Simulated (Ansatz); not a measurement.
Reaction: C2H4NO (SMILES [CH2]C(N)=O, doublet) → C2H4NO (SMILES CC([NH])=O, doublet)
Each species at its own B3LYP-D3(BJ)/def2-TZVP minimum (Ansatz, a quantum-chemistry and plane-wave program), one conformer.

Total energies in hartree (Ansatz). Radicals and triplets start from unrestricted determinants; spin-orbit coupling is neglected. Correlated methods leave the cores frozen. No relativity. The UHF reference of C2H4NO ([CH2]C(N)=O, doublet) is spin-contaminated (<S^2> up to 0.05 over the pure value in the sets run). The UHF reference of C2H4NO (CC([NH])=O, doublet) is spin-contaminated (<S^2> up to 0.14 over the pure value in the sets run).

```csv
species,HF/cc-pVTZ,CCSD(T)/cc-pVTZ,HF/cc-pVQZ,CCSD(T)/cc-pVQZ,CCSD(T)/cc-pVDZ,CCSDT(Q)/cc-pVDZ
"1: C2H4NO (SMILES [CH2]C(N)=O, doublet)",-207.43226,-208.22277,-207.44786,-208.28729,-208.00921,-208.01203
"2: C2H4NO (SMILES CC([NH])=O, doublet)",-207.41609,-208.20269,-207.43106,-208.26561,-207.99422,-207.99808
```

Problem. Work out the isomerisation energy (electronic) in kJ/mol: take Hartree-Fock from cc-pVQZ, extrapolate the CCSD(T) correlation energy as X^-3 (X = 3, 4), and add CCSDT(Q) - CCSD(T) in cc-pVDZ. 1 hartree = 2625.5 kJ/mol.

Solution. 
Species 1: correlation (64·(-0.83943) - 27·(-0.79051))/37 = -0.87513; step -0.00282; E1 = -207.44786 + (-0.87513) + (-0.00282) = -208.32581
Species 2: correlation (64·(-0.83455) - 27·(-0.78660))/37 = -0.86954; step -0.00386; E2 = -207.43106 + (-0.86954) + (-0.00386) = -208.30446
-1·E1 +1·E2 = 0.02135 hartree = 56.1 kJ/mol.
